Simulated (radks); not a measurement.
# Li²⁺ inside a hard spherical wall

What does compression do to the levels of Li²⁺? A hard sphere of shrinking radius stands in for pressure; the configuration is held at 1s1.

The numbers are computed with radks (a radial shooting solver on a logarithmic mesh, Libxc functionals) version 1 (scalar-relativistic Kohn-Sham, LDA (Slater exchange, Perdew-Wang correlation), spin-polarised, spherical densities, finite nucleus; open shells are filled with parallel spins first), except any that are marked as measured or tabulated.

**1. Starting point**

```
element            : lithium (Z = 3)
charge             : +2
electrons          : 1
configuration      : 1s1
nuclear rms radius : 2.444 fm
```

The outer shells:

Li²⁺
```
1s [↑ ]
```

**2. The free atom**

Input:

```text
Z 3
configuration 1s1 2s0 2p0
relativity scalar-relativistic
functional lda,pw
spin polarised
nucleus finite rms 2.444 fm
c 137.035999084
```

**3. Wall at 20 bohr**

Input: that of step 2 with these lines changed.

```diff
@@ -6,2 +6,3 @@
 nucleus finite rms 2.444 fm
+wall 20 bohr
 c 137.035999084
```

**4. Wall at 15 bohr**

Input: that of step 3 with these lines changed.

```diff
@@ -6,3 +6,3 @@
 nucleus finite rms 2.444 fm
-wall 20 bohr
+wall 15 bohr
 c 137.035999084
```

**5. Wall at 12 bohr**

Input: that of step 4 with these lines changed.

```diff
@@ -6,3 +6,3 @@
 nucleus finite rms 2.444 fm
-wall 15 bohr
+wall 12 bohr
 c 137.035999084
```

**6. Wall at 4 bohr**

Input: that of step 5 with these lines changed.

```diff
@@ -6,3 +6,3 @@
 nucleus finite rms 2.444 fm
-wall 12 bohr
+wall 4 bohr
 c 137.035999084
```

**7. Wall at 3.5 bohr**

Input: that of step 6 with these lines changed.

```diff
@@ -6,3 +6,3 @@
 nucleus finite rms 2.444 fm
-wall 4 bohr
+wall 3.5 bohr
 c 137.035999084
```

**8. Wall at 2 bohr**

Input: that of step 7 with these lines changed.

```diff
@@ -6,3 +6,3 @@
 nucleus finite rms 2.444 fm
-wall 3.5 bohr
+wall 2 bohr
 c 137.035999084
```

Q: Predict the outcome of this session. Wanted: for each run, R; E − E(free); ε(1s); ε(2s, empty); ε(2p, empty); pressure.

**Answer**, as computed:

```csv
R (bohr),E − E(free) (eV),ε(1s) (eV),"ε(2s, empty) (eV)","ε(2p, empty) (eV)",pressure (GPa)
free,0.000,-102.01,-18.555,-17.285,0
20,0.000,-102.01,-18.555,-17.285,< 0.0001
15,0.000,-102.01,-18.555,-17.285,< 0.0001
12,0.000,-102.01,-18.555,-17.285,< 0.0001
4,0.000,-102.01,-16.929,-16.284,0.000324
3.5,0.000,-102.01,-15.104,-15.211,0.00527
2,0.223,-101.59,19.645,3.309,22.3
```

In words: Eigenvalues are for spin up. At the tightest wall, 2 bohr, the energy stands 0.223 eV above the free atom and the pressure, −dE/dV, is 22.3 GPa. Of the levels in the table that exist at both ends, 2s (empty) rises most from the free atom (38.199 eV). Shells are not refilled when levels cross, and a hard wall is a model, not a crystal.
